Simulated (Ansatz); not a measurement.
# BH4+ (singlet): the correlation ladder at distance B1–H3 = 2.639 Å, cc-pVDZ

How much of the correlation energy of BH4+ (singlet) does each wave-function method recover here?

Method: cc-pVDZ, core rule «outside noble gas», up to 1 orbitals frozen; program: Ansatz 0.2.0, Gaussian basis.

The runs, in order: UHF; CCSD(T) on RHF; CCSD(T) on UHF; BCCD(T) on RHF; CISD; CCSDT(Q) on RHF; CCSDT(Q) on UHF; CASSCF and MRCISD+Q, 2 electrons in 2 orbitals; CASSCF and NEVPT2, 2 electrons in 2 orbitals; CASSCF and MRCISD+Q, 6 electrons in 8 orbitals; CASSCF and NEVPT2, 6 electrons in 8 orbitals; Full CI.

21 further runs of the same task are left out: 1 for a mislabelled method, 15 that didn't finish, 5 set aside as unsound or not needed.

## Step 1: The geometry

The geometry derives from a PBE0/def2-TZVP stationary point (not a proven minimum). One bond is set to the value named and the two fragments are kept rigid.

5 atoms, charge 1, spin multiplicity 1.

Atoms are counted from 1 here; the program's logs count them from 0.

Bond lengths: B1–H2 1.210 Å, B1–H4 1.210 Å, B1–H5 1.210 Å. Angles: H2–B1–H4 90.0°, H2–B1–H5 180.0°, H4–B1–H5 90.0°.

## Step 2: UHF

in.yaml reads:

```yaml
crystal:
  periodic: [false, false, false]
  atoms:
    - {symbol: B, position_ang: [0.001710, 0.068148, -0.069047]}
    - {symbol: H, position_ang: [-0.013873, 0.929575, 0.780786]}
    - {symbol: H, position_ang: [-0.044789, -1.785360, 1.808895]}
    - {symbol: H, position_ang: [0.023033, 0.918115, -0.930218]}
    - {symbol: H, position_ang: [0.017293, -0.793278, -0.918880]}
basis:
  gaussian: {orbitals: cc-pVDZ}
total_charge: 1
magnetization: {spin_polarized: true, initial_magnetization: 0}
hamiltonian: {xc: hf}
output: {orbitals: {seedname: orbitals}}
```

Launch:

```
> ansatz run in.yaml --threads 1 --pin off --events-out ev --progress --plain --max-ram 2393MiB
```

After this run come: CCSD(T) on RHF; CCSD(T) on UHF; BCCD(T) on RHF; CISD; CCSDT(Q) on RHF; CCSDT(Q) on UHF; CASSCF and MRCISD+Q, 2 electrons in 2 orbitals; CASSCF and NEVPT2, 2 electrons in 2 orbitals; CASSCF and MRCISD+Q, 6 electrons in 8 orbitals; CASSCF and NEVPT2, 6 electrons in 8 orbitals; Full CI.

Q: Predict the results of all the runs planned. Wanted: FCI below the RHF energy; RMP2 from FCI; UMP2 from FCI; RCCSD from FCI; RCCSD(T) from FCI; UCCSD(T) from FCI; RCCSDT(Q) from FCI; UCCSDT(Q) from FCI; NEVPT2 pair from FCI.

The runs gave:

| quantity | value |
| --- | --- |
| FCI below the RHF energy | -4.6220 eV |
| RMP2 from FCI | +1340.5 meV |
| UMP2 from FCI | +939.1 meV |
| RCCSD from FCI | +239.6 meV |
| RCCSD(T) from FCI | -9.2 meV |
| UCCSD(T) from FCI | +155.3 meV |
| RCCSDT(Q) from FCI | +0.5 meV |
| UCCSDT(Q) from FCI | -0.4 meV |
| NEVPT2 pair from FCI | +642.2 meV |
| MRCISD+Q pair from FCI | -5.2 meV |
| NEVPT2 valence from FCI | +370.9 meV |
| levels within 1 kcal/mol (43 meV) | RCCSD(T), BCCD(T), RCCSDT, UCCSDT, RCCSDT(Q), UCCSDT(Q), MRCISD+Q pair, MRCISD+Q valence |
| T1 diagnostic | 0.091 |
| effectively unpaired electrons | 0.88 |

**Reading.** RCCSD(T) misses by -9.2 meV, 0.2 % of the correlation energy. CCSD(T) misses by -9.2 meV on the restricted determinant and by +155.3 meV on the unrestricted one; the two need not hold the same state or core. RCCSD(T), MRCISD+Q pair fall below full CI, which methods that aren't variational can do. The occupations show strong static correlation (0.9 unpaired electrons where one determinant has 0). Coupled cluster on one determinant still stays close here. Of the multireference levels listed MRCISD+Q pair comes nearest in total energy (-5.2 meV), which doesn't show that its space is the better one. These misses are within one basis, not against nature.
